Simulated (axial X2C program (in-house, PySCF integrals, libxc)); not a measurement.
**Levels of NH⁺ by electron attachment to NH²⁺ (EOM-EA-CCSD)**

Calculated with an axial X2C code built on PySCF integrals: two-component X2C with atomic mean-field Coulomb and Gaunt terms, Gaussian nuclei, basis N dyall-av3z, H dyall-av3z with contracted cores.

R = 1.100 Å (near the PBE0 minimum at charge 1 of the determinant lowest at the starting distance; the state shown can have its own minimum elsewhere).

Hartree–Fock spinors of NH²⁺ (one of each Kramers pair; a window near the gap, which can cut inner shells):

| ω | occupied | ε (eV) | character |
| --- | --- | --- | --- |
| 1/2 | no | -24.68 | 86% N p, 7% H p, 7% H d |
| 3/2 | no | -24.67 | 86% N p, 7% H p, 7% H d |
| 1/2 | no | -13.39 | 42% H s, 19% H p, 14% N s |
| 1/2 | no | -9.09 | 33% N s, 30% H s, 14% N d |
| 1/2 | no | -8.19 | 59% N p, 36% H p, 4% N d |
| 3/2 | no | -8.19 | 59% N p, 36% H p, 4% N d |

Levels of NH⁺ obtained by attaching an electron to NH²⁺:

| Ω | binding energy (eV) | above lowest (cm⁻¹) | attached spinor | one-particle weight |
| --- | --- | --- | --- | --- |
| 1/2 | 26.624 | 0 | 88% N pπ, 6% H dπ, 6% H pπ | 0.94 |
| 3/2 | 26.615 | 79 | 88% N pπ, 6% H dπ, 6% H pπ | 0.94 |
| 1/2 | 14.187 | 100314 | 41% H sσ, 18% H pσ, 14% N pσ | 0.96 |

(1) Take the first Ω = 1/2 and Ω = 3/2 rows of π character: how far apart are they, and which lies lower?

This point took 2.3 s on 1 thread of Arm Neoverse V2 (shared host).

Reference electrons by ω block (each with its −ω partner): 1/2: 3. 4 electrons of NH²⁺ correlated (inner shells frozen), 92 natural virtual spinors (a truncated set); levels can be off by some tenths of an eV. Roots sought by Ω: (1/2: 5, 3/2: 4, 5/2: 2, 7/2: 1); the list ends where they run out and leaves out roots under 60 % one-particle weight. The solver can skip a root, and states that need a further excitation, which the method places far too high, are missing though they may lie low or lowest. T1 of the reference 0.010 (Lee–Taylor). The reference was not checked to be the lowest state of its species. Number of frozen shells: N 1 s; H none.

Results:

(1) E(3/2) − E(1/2) = 79 − 0 = 79 cm⁻¹ at EOM-EA-CCSD: regular, Ω = 1/2 lower. Splittings at this level can be off by ten to twenty per cent.
